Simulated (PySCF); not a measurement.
Geometries of 4 isomers of C2H5NO, from PySCF, PBE0-D3(BJ)/def2-SVP geometry optimisation, gas phase. One conformer each, no zero-point energy, no frequencies.

Question: Which is lowest in electronic energy at this level?
A.
```xyz
9
angstrom
C     -0.506   -0.888    0.417
C     -0.576    0.522   -0.059
N      0.376    1.240   -0.509
O      1.582    0.587   -0.543
H      0.514   -1.282    0.342
H     -1.183   -1.525   -0.174
H     -0.842   -0.954    1.465
H     -1.540    1.044   -0.037
H      2.175    1.256   -0.900
```
B.
```xyz
9
angstrom
N      1.567    0.122   -0.030
C      0.770   -0.859    0.051
C     -0.685   -0.602   -0.197
O     -0.927    0.726   -0.486
H      2.537   -0.137    0.152
H      1.069   -1.896    0.293
H     -1.012   -1.273   -1.020
H     -1.248   -0.943    0.698
H     -0.048    1.148   -0.451
```
C.
```xyz
9
angstrom
C     -0.941    0.522   -0.700
O      0.234   -0.239   -0.892
C      0.919   -0.550    0.206
N      0.563   -0.201    1.368
H     -1.363    0.696   -1.697
H     -1.662   -0.018   -0.066
H     -0.713    1.480   -0.207
H      1.812   -1.137   -0.069
H      1.230   -0.543    2.059
```
D.
```xyz
9
angstrom
C     -1.105   -0.117    0.081
N      0.277   -0.468   -0.113
C      1.281    0.440   -0.035
O      1.145    1.618    0.203
H     -1.144    0.960    0.295
H     -1.548   -0.662    0.931
H     -1.708   -0.319   -0.819
H      0.523   -1.426   -0.325
H      2.279   -0.028   -0.219
```

Answer: D. That is `N(C)C=O` (N-methylformamide), 20.1 kcal/mol below the next.

| SMILES | atoms numbered as above | E (Eh) | relative (kcal/mol) | relative (kJ/mol) | dipole (D) |
| --- | --- | --- | --- | --- | --- |
| CNC=O | [CH3:1][NH:2][CH:3]=[O:4] | -208.81640 | 0.0 | 0.0 | 3.82 |
| [H]/N=C/OC | [H]/[N:4]=[CH:3]/[O:2][CH3:1] | -208.78434 | 20.1 | 84.2 | 0.67 |
| [H]/N=C/CO | [H]/[N:1]=[CH:2]/[CH2:3][OH:4] | -208.77806 | 24.1 | 100.7 | 3.23 |
| C/C=N\O | [CH3:1]/[CH:2]=[N:3]\[OH:4] | -208.74319 | 45.9 | 192.2 | 0.55 |

As drawn, the lowest has a C=O bond, an N–H bond and a C(=O)–N unit, which the highest lacks; the highest has a C=N bond, an N–O linkage and an O–H bond, which the lowest lacks.
